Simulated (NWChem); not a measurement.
Molecule: water (H₂O); SMILES O

Results from NWChem. The level has its own optimisation; frequencies are unscaled.

**Question.** Predict the results for PBE0/cc-pVDZ. Quantities: r H–O (Å); highest harmonic frequency (cm⁻¹); lowest (cm⁻¹); zero-point energy (kcal/mol); dipole (D).

**Answer.** r H–O (Å): 0.965
highest harmonic frequency (cm⁻¹): 3931
lowest (cm⁻¹): 1665
zero-point energy (kcal/mol): 13.5
dipole (D): 1.96
